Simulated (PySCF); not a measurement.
Gas-phase reaction: 3 SiF2(OH)2 + 2 O ⇌ 2 SiF(OH)3 + SiOF2 + F2O

Computed with PySCF and rigid-rotor harmonic-oscillator thermochemistry at 1 bar. † marks an energy on the PBE0/def2-TZVP geometry and frequencies; other levels use their own. 6-31G* has spherical d functions here. Open shells (unrestricted): O (multiplicity 3, electronic degeneracy 9); the rest are closed-shell singlets. Spin-orbit splitting is ignored; it lowers the true energy and changes the entropy of O. B3LYP is the form with VWN-RPA correlation. No R ln 2 is added for the mirror-image form of SiF2(OH)2, SiF(OH)3. SiF2(OH)2, SiF(OH)3, SiOF2: computed as isolated molecules; such fragments, hydroxides, amides, oligomers or adducts are transient or little studied in the gas. The harmonic model lacks anharmonicity and excited electronic states, which grow with temperature; levels with a mode under 35 cm⁻¹ are left out. Internal rotation in SiF2(OH)2, SiF(OH)3 is treated as a harmonic vibration of one conformer, which makes the entropy rough. Warning, point group unlike the PBE0 one: SiF(OH)3 (B3LYP/6-31G*).

```csv
level,"ΔE electronic, kJ","ΔH°(298 K), kJ","ΔS°(298 K), J/K","ΔG°(1400 K), kJ"
B3LYP/6-31G*,218,220,-90,359
B3LYP/def2-TZVP†,221,224,-121,409
BLYP/def2-TZVP†,117,120,-121,305
HF/6-31G*,795,801,-121,986
PBE/def2-TZVP†,84,88,-121,272
PBE0/def2-QZVP†,235,238,-121,423
PBE0/def2-SVP†,226,229,-121,414
r2SCAN/def2-TZVP†,207,211,-121,395
```
ΔH° is lowest at PBE/def2-TZVP† and highest at HF/6-31G*. No reference value is set beside these.
